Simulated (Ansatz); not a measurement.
Cartesian coordinates in Å:
```
O -0.100 -0.194 1.496
Al -0.616 -0.366 -0.104
S 0.503 0.465 -1.788
H 0.688 0.259 1.789
H -1.946 -1.152 -0.378
H 1.471 0.988 -1.015
```

Charge 0, multiplicity 1.

Q: List the ωB97M-V/def2-TZVPP orbital energies in eV (the Gaussian-basis code of Ansatz). (Estimate.)

A: Ansatz gave: Occupied: -2426.62, -1532.45, -525.87, -220.63, -163.74, -163.64, -163.58, -117.04, -76.69, -76.56, -76.51, -30.21, -22.84, -17.00, -14.13, -13.11, -12.12, -12.00, -10.76, -9.98. Lowest empty: 1.05, 1.40, 2.12, 2.76, 3.88, 4.56, 5.09, 5.99.
